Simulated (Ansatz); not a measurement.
C2H4N2O can be A, `N=CC(N)=O`, or B, `N#COCN`.

Computed with Ansatz on PBE0-D4/def2-TZVP structures; ΔE is electronic, products minus reactants. CCSD(T)/CBS is the MP2 limit (def2-TZVPP, def2-QZVPP) plus CCSD(T) − MP2 in def2-TZVPP, frozen cores. Functionals use def2-TZVPP. B3LYP here is the variant with VWN-RPA as its local correlation; programs differ in this. One conformer a species, not always the lowest.

Question: Which isomer does CCSD(T)/CBS put lower? Give the gap. (Best estimate.)

Answer: The calculation gave: A, by 103.0 kJ/mol.

Question: Give E(B) − E(A) in kJ/mol with CCSD/def2-TZVPP, PBE-D4, CCSD(T)/def2-SVP, BLYP-D4, CCSD(T)/def2-TZVPP, B3LYP-D4, ωB97M-V. (An estimate is asked.)

Answer: The calculation gave: CCSD/def2-TZVPP 96.5, PBE-D4 112.6, CCSD(T)/def2-SVP 104.6, BLYP-D4 107.6, CCSD(T)/def2-TZVPP 97.9, B3LYP-D4 108.4, ωB97M-V 106.5. None reverses the order clearly.

Question: Does the order hold for the free energy at 298.15 K (harmonic terms from PBE0-D4)? (An estimate is asked.)

Answer: The calculation gave: Yes: G(B) − G(A) = +101.3 kJ/mol, for one conformer each. Modes under 60 cm⁻¹, often nearly free rotors, make the harmonic entropy too high.

Largest T1 diagnostic: 0.015.

The D4 term adds +3.3 kJ/mol with B3LYP and +1.6 kJ/mol with PBE0; it sums over pairs of atoms, weighted by their polarisabilities, and B3LYP, whose exchange is more repulsive, gets the larger term. Leaving LDA and LC-ωPBE aside and taking each functional with its dispersion term where it has one, the values, not all of them listed here, spread over 13.6 kJ/mol, from B2PLYP to revPBE-D4. LDA lies +12.0 kJ/mol from PBE without D4.
